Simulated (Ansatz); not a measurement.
**triplet CCl3F: levels of theory compared**

Aim: a comparison of 6 runs (U-r2SCAN0/6-31G*, UB3LYP/6-31G*, UPBE0/6-31G*, USVWN5/6-31G*, UBCCD(T)/6-31G*, UCCSD/6-31G*) of triplet CCl3F. 

The calculation is run with Ansatz 0.2.0.

51 further runs of the same task are left out: 2 that didn't finish, 49 set aside as unsound or not needed. Runs told in other sessions of the task aren't counted.

### Step 1. The molecule

CCl3F: 5 atoms, total charge 0, spin state triplet. As SMILES of the parent species, `FC(Cl)(Cl)Cl`. The shape is that of a PBE0-D4/def2-TZVP optimisation. That shape belongs to the parent species and isn't relaxed for this state.

Bond lengths: F1–C2 1.333 Å, C2–Cl3 1.760 Å, C2–Cl4 1.760 Å, C2–Cl5 1.760 Å. Angles: F1–C2–Cl3 108.5°, F1–C2–Cl4 108.5°, F1–C2–Cl5 108.5°, Cl3–C2–Cl4 110.4°, Cl3–C2–Cl5 110.4°, Cl4–C2–Cl5 110.4°.

### Step 2. The energy at U-r2SCAN0/6-31G(d) (spherical functions) (run 1)

The input, run.yaml:

```yaml
crystal:
  periodic: [false, false, false]
  atoms:
    - {symbol: F, position_ang: [0.911880, -0.820730, 0.677360]}
    - {symbol: C, position_ang: [0.044670, -0.040210, 0.033190]}
    - {symbol: Cl, position_ang: [-1.384510, 0.157610, 1.040990]}
    - {symbol: Cl, position_ang: [-0.379970, -0.814480, -1.489160]}
    - {symbol: Cl, position_ang: [0.807920, 1.517810, -0.262390]}
basis:
  gaussian:
    orbitals: 6-31G_st_-spherical.json
magnetization:
  spin_polarized: true
  initial_magnetization: 2
hamiltonian:
  xc: {name: r2SCAN0}
accuracy: high
output: {orbitals: {seedname: orbitals}}
```

The basis set 6-31G* is read from a file made from the Basis Set Exchange's data (not shown).

The run is started by

```bash
ansatz run run.yaml --threads 1 --pin off --max-ram 3480MiB --events-out events.jsonl --progress --plain --runs-dir runs
```

Log:

```text
Warning: RAYON_NUM_THREADS=1 ignored (pool sized by the plan → 1); use --threads N
Functional definition: r2SCAN0
  name "r2SCAN0"
  parameter a = 0.25
  parameter k0 = 0.174
  parameter k1 = 0.065
  parameter a1 = 4.9479
  exchange = (1 - a)*r2scan_x(k0 = k0, k1 = k1, a1 = a1) + a*exact_x
  correlation = r2scan_c
1785 factors; integrals over basis functions are off by at most 3.3e-9 eV
mean field evaluation 1: about -41307.5668 eV, gradient 1.4e1 eV
mean field evaluation 2: about -41307.1811 eV, gradient 1.9e1 eV
mean field evaluation 4: about -41308.2956 eV, gradient 6.9e-1 eV
mean field evaluation 8: about -41308.5349 eV, gradient 1.9e-1 eV
mean field evaluation 16: about -41308.5352 eV, gradient 1.3e-4 eV
mean field evaluation 32: about -41308.5352 eV, gradient 1.2e-5 eV
mean field evaluation 64: about -41308.5161 eV, gradient 6.4e-1 eV
mean field -41308.53515902 eV, -1518.0606671632 hartree, gradient 4.0e-8 eV, S^2 2.007520; 6 other end points of the search recorded, 0 dependent functions left out
reference -41308.53515991 eV, -1518.0606671960 hartree; 34, 32 occupied and 48, 50 virtual orbitals, 1785 factors
Total energy: -41308.53515991 eV, -1518.0606671960 hartree
```

Wall time 2.6 min (1 thread of Arm Neoverse V2, shared host); peak memory 0.62 GiB.

### Step 3. The energy at UB3LYP/6-31G(d) (spherical functions) (run 2)

The input, job.yaml:

```yaml
crystal:
  periodic: [false, false, false]
  atoms:
    - {symbol: F, position_ang: [0.911880, -0.820730, 0.677360]}
    - {symbol: C, position_ang: [0.044670, -0.040210, 0.033190]}
    - {symbol: Cl, position_ang: [-1.384510, 0.157610, 1.040990]}
    - {symbol: Cl, position_ang: [-0.379970, -0.814480, -1.489160]}
    - {symbol: Cl, position_ang: [0.807920, 1.517810, -0.262390]}
basis:
  gaussian:
    orbitals: 6-31G_st_-spherical.json
magnetization:
  spin_polarized: true
  initial_magnetization: 2
hamiltonian:
  xc: {name: B3LYP}
accuracy: high
output: {orbitals: {seedname: orbitals}}
```

The basis set 6-31G* is read from a file made from the Basis Set Exchange's data (not shown).

The run is started by

```bash
ansatz run job.yaml --threads 1 --pin off --max-ram 3480MiB --events-out events.jsonl --progress --plain --runs-dir runs
```

Log, shortened:

```text
Warning: RAYON_NUM_THREADS=1 ignored (pool sized by the plan → 1); use --threads N
Functional definition: B3LYP
  name "B3LYP"
[...]
1785 factors; integrals over basis functions are off by at most 3.3e-9 eV
[...]
mean field -41314.45132807 eV, -1518.2780823656 hartree, gradient 5.3e-8 eV, S^2 2.004161; 9 other end points of the search recorded, 0 dependent functions left out
reference -41314.45136429 eV, -1518.2780836968 hartree; 34, 32 occupied and 48, 50 virtual orbitals, 1785 factors
Total energy: -41314.45136429 eV, -1518.2780836968 hartree
```

Wall time 61 s (1 thread of Arm Neoverse V2, shared host); peak memory 0.44 GiB.

Runs 3 to 5 aren't shown in full; the table further down has their settings and results.

### Step 4. The energy at UCCSD/6-31G(d) (spherical functions) (run 6)

The input, run.yaml:

```yaml
crystal:
  periodic: [false, false, false]
  atoms:
    - symbol: F
      position_ang: [0.911880, -0.820730, 0.677360]
    - symbol: C
      position_ang: [0.044670, -0.040210, 0.033190]
    - symbol: Cl
      position_ang: [-1.384510, 0.157610, 1.040990]
    - symbol: Cl
      position_ang: [-0.379970, -0.814480, -1.489160]
    - symbol: Cl
      position_ang: [0.807920, 1.517810, -0.262390]
basis:
  gaussian:
    orbitals: 6-31G_st_-spherical.json
magnetization:
  spin_polarized: true
  initial_magnetization: 2
correlation:
  method: ccsd
  frozen_orbitals: {C: 1, Cl: 5, F: 1}
accuracy: high
scf:
  omitted_lower_state_checks: [cluster_reference, increment]
```

The basis set 6-31G* is read from a file made from the Basis Set Exchange's data (not shown).

The run is started by

```bash
ansatz run run.yaml --threads 1 --pin off --max-ram 3480MiB --events-out events.jsonl --progress --plain --runs-dir runs
```

Log:

```text
Warning: RAYON_NUM_THREADS=1 ignored (pool sized by the plan → 1); use --threads N
[... 20 lines left out ...]
17 core orbitals not correlated: weight in the atoms' cores, before any rotation towards them, 1.000 or more for the frozen orbitals, at most 0.000 for the correlated occupied ones
[... 43 lines left out ...]
Total energy: -41257.58598650 eV, -1516.1883196077 hartree
Checks for a lower state left out: cluster_reference, increment
```

Wall time 1.9 min (1 thread of Arm Neoverse V2, shared host); peak memory 0.67 GiB.

### Step 5. Overview of the runs

| run | level | frozen core orbitals | energy (Eh) | HOMO energy (eV) | ⟨S²⟩ | wall time |
| --- | --- | --- | --- | --- | --- | --- |
| 1 | U-r2SCAN0/6-31G* (spherical functions) | – | -1518.060667 | -3.52 | 2.008 | 2.6 min |
| 2 | UB3LYP/6-31G* (spherical functions) | – | -1518.278084 | -3.04 | 2.004 | 61 s |
| 3 | UPBE0/6-31G* (spherical functions) | – | -1517.652616 | -3.27 | 2.005 | 34 s |
| 4 | USVWN5/6-31G* (spherical functions) | – | -1512.844732 | -2.26 | 2.001 | 18 s |
| 5 | UBCCD(T)/6-31G* (spherical functions) | 17 | -1516.212989 | – | 2.014 | 3 min |
| 6 | UCCSD/6-31G* (spherical functions) | 17 | -1516.188320 | – | 2.014 | 1.9 min |

### Step 6. Summary of results

| quantity | value |
| --- | --- |
| run 6: total energy | -1516.18832 Eh |
| run 6: correlation energy (17 core orbitals frozen) | -713.3 mEh |
| run 6: ⟨S²⟩ of the reference determinant | 2.014 |
| run 6: T1 diagnostic | 0.029 |

What this shows: Totals of different functionals can't be ranked against each other. All runs together took 9.5 min, the longest 3 min.
